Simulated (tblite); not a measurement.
Species: C3H6NO (doublet state).
Atom-mapped SMILES: `[H]/[N:5]=[C:3](/[O:2][CH2:1])[CH3:4]` (hydrogens: H6, H7 on C1; H8, H9, H10 on C4; H11 on N5)

Geometry (GFN2-xTB, Å), atoms numbered from 1 in this order:
```xyz
11
C3H6NO angstrom
C      2.0383   -0.5115   -0.0681
O      0.7270   -0.7696   -0.0113
C     -0.1706    0.2315    0.0058
C     -1.5782   -0.3034    0.0580
N      0.2224    1.4391   -0.0272
H      2.6672   -1.3775   -0.0758
H      2.3861    0.5012   -0.0992
H     -1.7864   -0.8741   -0.8456
H     -2.2932    0.5105    0.1401
H     -1.6877   -0.9709    0.9104
H     -0.5194    2.1274   -0.0131
```

Computed geometry: GFN2-xTB, gas phase. This method treats the open shell by occupation alone, without spin polarisation.

Masses are those of the commonest isotopes; rigid-rotor values at the optimised geometry. The values belong to one conformer with, in the numbering `[H]/[N:5]=[C:3](/[O:2][CH2:1])[CH3:4]`, H–C1–O2–C3 180° and 0°, C1–O2–C3–C4 179°.

Question: Give the principal moments of inertia and the rotational constants in MHz.

Answer: Ia = 50.67, Ib = 114.46, Ic = 162.00 u·Å²; 505379 MHz·u·Å²/I gives A = 9974, B = 4415, C = 3120 MHz.

Question: Classify the top.

Answer: An asymmetric top; Ray's κ = -0.622.

Question: Is it planar, by Δ = Ic − Ia − Ib?

Answer: Not planar: Δ = Ic − Ia − Ib = -3.13 u·Å². For a rigid frame Δ = −2 Σ m c², so Σ m c² = 1.56 u·Å² lies off the ab plane, practically all of it from hydrogen. The atom farthest from that plane is 0.92 Å away.

Question: Where do the levels up to J = 5 lie, in cm⁻¹?

Answer: Above 0(0,0):
J = 1: 1(0,1) 0.2513, 1(1,1) 0.4367, 1(1,0) 0.4800
J = 2: 2(0,2) 0.7473, 2(1,2) 0.8962, 2(1,1) 1.0259, 2(2,1) 1.5821, 2(2,0) 1.5888
J = 3: 3(0,3) 1.4754, 3(1,3) 1.5815, 3(1,2) 1.8401, 3(2,2) 2.3361, 3(2,1) 2.3687, 3(3,1) 3.3752, 3(3,0) 3.3758
J = 4: 4(0,4) 2.4216, 4(1,4) 2.4887, 4(1,3) 2.9163, 4(2,3) 3.3362, 4(2,2) 3.4279, 4(3,2) 4.3922, 4(3,1) 4.3967, 4(4,1) 5.8310, 4(4,0) 5.8311
J = 5: 5(0,5) 3.5755, 5(1,5) 3.6139, 5(1,4) 4.2445, 5(2,4) 4.5780, 5(2,3) 4.7720, 5(3,3) 5.6658, 5(3,2) 5.6836, 5(4,2) 7.1026, 5(4,1) 7.1030, 5(5,1) 8.9520, 5(5,0) 8.9520

For this open shell read J as N, the rotation without spin; fine and hyperfine splittings come on top. Its lowest GFN2-xTB frequency is 12i cm⁻¹, too small to tell a flat minimum from a shallow saddle. These are rigid-rotor constants of the computed structure; measured ground-state constants (B0) also hold zero-point vibration.

Hardware: one thread, Arm Neoverse V2 (aarch64), shared host with 32 logical CPUs at a one-minute load of 29. Cost: 0.14 s of wall time. This is the geometry optimisation.
